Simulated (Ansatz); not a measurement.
A nudged elastic band was laid between two geometries of BClH4O (7 atoms, charge 0, multiplicity 1).

Theory: UHF/def2-SVP (Ansatz).

```json
{
  "movable images": "7",
  "climbing image": "yes",
  "spring": "5.0 eV/Å²",
  "optimiser": "quadratic models (default)",
  "start path": "through a guess of the saddle point",
  "force threshold": "0.03 eV/Å",
  "iteration limit": "60",
  "end points": "relaxed"
}
```

First end point:

```xyz
7
Properties=species:S:1:pos:R:3
B -0.155 -0.594 0.392
Cl 1.659 -0.957 0.227
H -0.852 -1.334 -0.241
H -0.483 -0.286 1.503
H 0.226 1.541 -0.072
O -0.327 0.865 -0.449
H -0.069 0.764 -1.359
```

Last end point:

```xyz
7
Properties=species:S:1:pos:R:3
B -1.065 -0.565 0.231
Cl 2.942 0.965 0.422
H -2.147 -0.863 -0.199
H -0.684 -0.930 1.305
H 1.741 0.707 0.073
O -0.231 0.205 -0.495
H -0.557 0.480 -1.338
```

Problem. Which bonds break or form, and what moves?

Solution. Bonds broken: B1–Cl2, H5–O6. Bonds formed: Cl2–H5. BClH4O becomes BH3O + ClH.

Problem. Give the energies along the band, and the barrier.

Solution. The run converged. The highest image is number 3 of 0 to 8, 1.11 eV above the first end and 1.44 eV above the last; the last end lies 0.33 eV below the first. A vibrational analysis at the climbing image gives one clearly imaginary mode, 1365i cm⁻¹: a first-order saddle point. The orbitals were unrestricted but ended closed-shell.

```json
{"image": "0", "path coordinate (Å)": "0.00", "energy (eV)": "0.00", "B1–Cl2 (Å)": "1.86", "H5–O6 (Å)": "0.95", "Cl2–H5 (Å)": "2.90"}
{"image": "1", "path coordinate (Å)": "0.55", "energy (eV)": "0.02", "B1–Cl2 (Å)": "1.86", "H5–O6 (Å)": "0.95", "Cl2–H5 (Å)": "2.63"}
{"image": "2", "path coordinate (Å)": "1.11", "energy (eV)": "0.33", "B1–Cl2 (Å)": "1.99", "H5–O6 (Å)": "0.97", "Cl2–H5 (Å)": "2.02"}
{"image": "3", "path coordinate (Å)": "1.66", "energy (eV)": "1.11", "B1–Cl2 (Å)": "2.45", "H5–O6 (Å)": "1.15", "Cl2–H5 (Å)": "1.60"}
{"image": "4", "path coordinate (Å)": "2.31", "energy (eV)": "-0.01", "B1–Cl2 (Å)": "2.91", "H5–O6 (Å)": "1.85", "Cl2–H5 (Å)": "1.29"}
{"image": "5", "path coordinate (Å)": "2.96", "energy (eV)": "-0.26", "B1–Cl2 (Å)": "3.45", "H5–O6 (Å)": "2.26", "Cl2–H5 (Å)": "1.27"}
{"image": "6", "path coordinate (Å)": "3.61", "energy (eV)": "-0.29", "B1–Cl2 (Å)": "3.84", "H5–O6 (Å)": "2.22", "Cl2–H5 (Å)": "1.28"}
{"image": "7", "path coordinate (Å)": "4.26", "energy (eV)": "-0.32", "B1–Cl2 (Å)": "4.10", "H5–O6 (Å)": "2.13", "Cl2–H5 (Å)": "1.28"}
{"image": "8", "path coordinate (Å)": "4.91", "energy (eV)": "-0.33", "B1–Cl2 (Å)": "4.29", "H5–O6 (Å)": "2.11", "Cl2–H5 (Å)": "1.28"}
```

Problem. What is the geometry of the highest image?

Solution. 
```xyz
7
Properties=species:S:1:pos:R:3
B -0.506 -0.423 0.336
Cl 1.940 -0.346 0.282
H -0.841 -1.322 -0.368
H -0.685 -0.363 1.505
H 0.840 0.731 -0.166
O -0.294 0.874 -0.327
H -0.455 0.849 -1.263
```

Problem. What are the harmonic wavenumbers there?

Solution. 1365i, 249, 502, 559, 613, 890, 1008, 1146, 1211, 1310, 1388, 1706, 2762, 2905, 4118 cm⁻¹.

The band took 22 iterations and of the order of 6 core-minutes.

Time of the run: 5.9 min on 1 thread of Intel(R) Xeon(R) Processor @ 2.50GHz (Skylake/Cascade Lake) (shared host), peak memory 0.14 GiB.
